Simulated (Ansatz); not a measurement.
Compare A (`COC=N`) with its isomer B (`C1NCO1`).

Isolated molecules relaxed with PBE0-D4/def2-TZVP in Ansatz; ΔE leaves out vibrations. CCSD(T)/CBS is the MP2 limit (def2-TZVPP, def2-QZVPP) plus CCSD(T) − MP2 in def2-TZVPP, frozen cores. Functionals use def2-TZVPP. One conformer a species, not always the lowest.

Problem. Which is lower in electronic energy at CCSD(T)/CBS, and by how much? (Estimate.)

Solution. The calculation gave: A, by 25.0 kcal/mol.

Problem. Give E(B) − E(A) in kcal/mol with B2PLYP, CCSD(T)/def2-TZVPP, HF/def2-TZVPP, CCSD/def2-TZVPP, BLYP-D4, LDA (SPW92), PBE-D4. (Best estimate.)

Solution. Computed: B2PLYP 27.5, CCSD(T)/def2-TZVPP 25.0, HF/def2-TZVPP 25.9, CCSD/def2-TZVPP 24.1, BLYP-D4 30.3, LDA (SPW92) 23.5, PBE-D4 25.5. None reverses the order clearly.

Problem. Does the order hold for the free energy at 298.15 K (harmonic terms from PBE0-D4)? (An estimate is asked.)

Solution. Ansatz gave: Yes: G(B) − G(A) = +26.2 kcal/mol, for one conformer each.

Largest T1 diagnostic: 0.014.

In def2-TZVPP, CCSD(T) changes the Hartree–Fock value by −1.0 kcal/mol (the triples alone add +0.8 kcal/mol) and MP2 by −0.9 kcal/mol. From r2SCAN to r2SCAN0 (25 % exact exchange), in def2-TZVPP and without D4, E(B) − E(A) moves by −2.5 kcal/mol.
